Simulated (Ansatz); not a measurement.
# Naphthalene C10H8

Level of theory: PBE0-D4 (Ansatz, an electronic-structure program, plane waves, PAW).

Cell: relaxed at this level.

For naphthalene C10H8, the lattice energy is 79 kJ/mol and the volume per molecule comes out as 167.42 Å³.
